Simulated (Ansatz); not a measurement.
Geometry optimisation, RKS B3LYP/def2-SVP (Ansatz 0.2.0).

Input:

```yaml
crystal:
  periodic: [false, false, false]
  atoms:
    - { symbol: B, position_ang: [0.0, 0.0, 0.0] }
    - { symbol: H, position_ang: [0.0, 0.0, 1.19] }
    - { symbol: F, position_ang: [1.1431, 0.0, -0.66] }
    - { symbol: C, position_ang: [-1.3856, 0.0, -0.8] }
    - { symbol: H, position_ang: [-1.9458, -0.9305, -0.5708] }
    - { symbol: H, position_ang: [-1.9898, 0.8797, -0.4946] }
    - { symbol: H, position_ang: [-1.1839, 0.0508, -1.8903] }
basis:
  gaussian: { orbitals: def2-SVP }
hamiltonian:
  xc: b3lyp
relax:
  f_tol: 0.02
  max_steps: 40
```

Run as:

```bash
$ ansatz run input.yaml --threads 1 --pin off --max-ram 2048MiB --backend cpu --events-out ev --progress --plain --runs-dir out
```

Problem. Where does it end, and by what steps?

Solution. It converged. After 4 steps the energy has fallen by 0.053 eV; H7 moved furthest, 0.04 Å.

```tsv
step	energy less start (eV)	largest force component (eV/Å)	accepted
0	0.0000	1.328	yes
1	-0.0450	0.633	yes
2	-0.0522	0.121	yes
3	-0.0516	0.184	no
4	-0.0528	0.005	yes
```

```xyz
7
Properties=species:S:1:pos:R:3
B -0.023 0.001 -0.009
H 0.020 -0.010 1.202
F 1.150 0.005 -0.633
C -1.358 0.004 -0.818
H -1.941 -0.900 -0.562
H -1.987 0.855 -0.498
H -1.223 0.045 -1.909
```

The run took 15 s on 1 thread of Intel(R) Xeon(R) Platinum 8259CL CPU @ 2.50GHz (Skylake/Cascade Lake) (shared host), peak memory 0.15 GiB.
